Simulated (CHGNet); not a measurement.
**α-quartz (SiO2)**

All values below come from the machine-learned potential CHGNet-r²SCAN (trained on r²SCAN data).

Cell (relaxed at this level):

```cif
data_O6Si3
_chemical_formula_sum 'Si3 O6'
_space_group_name_H-M_alt 'P 1'
_space_group_IT_number 1
_cell_length_a 4.93985
_cell_length_b 4.93985
_cell_length_c 5.40918
_cell_angle_alpha 90.000
_cell_angle_beta 90.000
_cell_angle_gamma 120.000
loop_
_space_group_symop_operation_xyz
  'x, y, z'
loop_
_atom_site_label
_atom_site_type_symbol
_atom_site_fract_x
_atom_site_fract_y
_atom_site_fract_z
_atom_site_occupancy
Si1 Si 0.52887 0.52887 0.00000 1
Si2 Si 0.47113 0.00000 0.33333 1
Si3 Si 0.00000 0.47113 0.66667 1
O1 O 0.26681 0.41446 0.78565 1
O2 O 0.58554 0.85235 0.11898 1
O3 O 0.14765 0.73319 0.45232 1
O4 O 0.41446 0.26681 0.21435 1
O5 O 0.85235 0.58554 0.88102 1
O6 O 0.73319 0.14765 0.54768 1
```

```json
{
  "lattice_constant_a": "4.940 Å",
  "c axis length": "5.409 Å"
}
```

Measured, for comparison: lattice constant a 4.914 Å, lattice parameter c 5.405 Å (298 K, no zero-point or thermal correction; as tabulated in Sutter and Yavaş (2016), arXiv:1612.07049). Computed (rounded) less measured: lattice constant a +0.5 %, lattice parameter c +0.1 %.

A machine-learned potential is trained on density-functional data: it inherits that level's misses and adds fitting errors of its own.
